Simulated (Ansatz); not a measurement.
# AlBN+ (quintet): the correlation ladder, cc-pVTZ

How much of the correlation energy of AlBN+ (quintet) does each wave-function method recover here?

Method: cc-pVTZ, core rule «outside noble gas», up to 7 orbitals frozen; program: Ansatz 0.2.0, Gaussian basis.

To be run: UHF; CCSD(T) on ROHF; CCSD(T) on UHF; BCCD(T) on ROHF; CCSDT(Q) on ROHF; CCSDT(Q) on UHF.

8 further runs of the same task are left out: 3 for a known fault of the program, 5 set aside as unsound or not needed.

## Step 1: The system

The geometry is a PBE0/def2-TZVP stationary point (not a proven minimum) of the parent state, kept for this charge and spin.

3 atoms, charge 1, spin multiplicity 5.

Atoms are counted from 1 here; the program's logs count them from 0.

Bond lengths: Al1–B2 2.045 Å, B2–N3 1.326 Å. Angles: Al1–B2–N3 180.0°.

Geometry (Å):

```
Al    0.0000    0.0000    1.8054
B     0.0000    0.0000   -0.2395
N     0.0000    0.0000   -1.5659
```

## Step 2: UHF

in.yaml

```yaml
crystal:
  periodic: [false, false, false]
  atoms:
    - {symbol: Al, position_ang: [0.000000, 0.000000, 1.805400]}
    - {symbol: B, position_ang: [0.000000, 0.000000, -0.239500]}
    - {symbol: N, position_ang: [0.000000, 0.000000, -1.565900]}
basis:
  gaussian: {orbitals: cc-pVTZ}
total_charge: 1
magnetization: {spin_polarized: true, initial_magnetization: 4}
hamiltonian: {xc: hf}
output: {orbitals: {seedname: orbitals}}
```

Started as:

```
> ansatz run in.yaml --threads 1 --pin off --events-out ev --progress --plain --max-ram 2816MiB --backend cpu
```

Further steps of the session: CCSD(T) on ROHF; CCSD(T) on UHF; BCCD(T) on ROHF; CCSDT(Q) on ROHF; CCSDT(Q) on UHF.

**Question.** What will the summary of the whole plan be? Wanted: UCCSDT(Q) below the RHF energy; RMP2 from UCCSDT(Q); UMP2 from UCCSDT(Q); RCCSD from UCCSDT(Q); RCCSD(T) from UCCSDT(Q); UCCSD(T) from UCCSDT(Q); RCCSDT(Q) from UCCSDT(Q); T1 diagnostic.

**Answer**, as computed:

```
                         quantity                      value
   UCCSDT(Q) below the RHF energy                 -6.9787 eV
              RMP2 from UCCSDT(Q)              +115.9 kJ/mol
              UMP2 from UCCSDT(Q)              +116.3 kJ/mol
             RCCSD from UCCSDT(Q)               +30.1 kJ/mol
          RCCSD(T) from UCCSDT(Q)                +5.7 kJ/mol
          UCCSD(T) from UCCSDT(Q)                +5.3 kJ/mol
         RCCSDT(Q) from UCCSDT(Q)                +0.4 kJ/mol
levels within 1 kcal/mol (43 meV)  RCCSDT, UCCSDT, RCCSDT(Q)
                    T1 diagnostic                      0.029
```

**Reading.** RCCSD(T) lands +5.7 kJ/mol from the yardstick (0.8 % of the correlation energy). These misses are within one basis, not against nature; the frozen cores of restricted and unrestricted runs differ, which can shift their rows.
